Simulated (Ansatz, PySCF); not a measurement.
System: C2H6O, charge 0, singlet. C2H6O (ethanol, SMILES CCO).
B3LYP-D3(BJ)/def2-TZVP minimum from Ansatz (a quantum-chemistry and plane-wave program):
```xyz
9

C      1.1718    -0.4079     0.0081
C      0.0038     0.5538    -0.0092
O     -1.1993    -0.2136     0.0022
H     -1.9515     0.3866    -0.0087
H      0.0464     1.2144     0.8659
H      0.0484     1.1848    -0.9058
H      2.1164     0.1393     0.0001
H      1.1395    -1.0312     0.9029
H      1.1415    -1.0607    -0.8654
```

Quantity: enthalpy of formation at 298 K (by atomisation, with ideal-gas terms from PySCF's Hessian at B3LYP-D3(BJ)/def2-TZVP and the atoms' measured values of the G2/97 table; no spin-orbit terms), in kJ/mol. Open shells are spin-unrestricted; no spin-orbit coupling. CBS(X,Y): correlation extrapolated as X^-3, Hartree-Fock from the larger set. A bracket is a step between two methods taken in the basis named. The functionals are non-relativistic, so their misses hold any scalar relativity. Double hybrids freeze cores in their MP2 part. '+ core + X2C': CCSD(T) terms for core correlation (cc-pwCVTZ) and scalar relativity (cc-pVTZ-DK). Where a partner has so few electrons that a lower coupled-cluster level is exact, that level stands in.

Measured: -56.1 kcal/mol, -234.6 kJ/mol (Active Thermochemical Tables 1.112 (ions: stationary electron), as tabulated in the package chemicals); atomic spin-orbit terms, which the calculations lack, would raise the computed values.

### Question
How far off this value is PBE/def2-TZVPD (Ansatz), in which direction, and which of these levels come nearer: B3LYP/def2-TZVPD, PBE0/def2-TZVPD, wB97M-V/def2-TZVPD, B2PLYP/def2-TZVPD, CCSD(T)/CBS(cc-pVTZ,cc-pVQZ) + core + X2C?

### Answer
PBE gives -275.1 kJ/mol, 40.5 kJ/mol below it. Errors of the others: B3LYP/def2-TZVPD (Ansatz) 23.0; PBE0/def2-TZVPD (Ansatz) 13.4; wB97M-V/def2-TZVPD (Ansatz) 3.1; B2PLYP/def2-TZVPD (Ansatz) 48.5; CCSD(T)/CBS(cc-pVTZ,cc-pVQZ) + core + X2C (Ansatz) -4.1; CCSD(T)/CBS(cc-pVTZ,cc-pVQZ) + [CCSDT(Q) - CCSD(T)]/cc-pVDZ + core + X2C (Ansatz) -6.2 kJ/mol. Nearer than PBE: B3LYP/def2-TZVPD, PBE0/def2-TZVPD, wB97M-V/def2-TZVPD, CCSD(T)/CBS(cc-pVTZ,cc-pVQZ) + core + X2C, CCSD(T)/CBS(cc-pVTZ,cc-pVQZ) + [CCSDT(Q) - CCSD(T)]/cc-pVDZ + core + X2C.
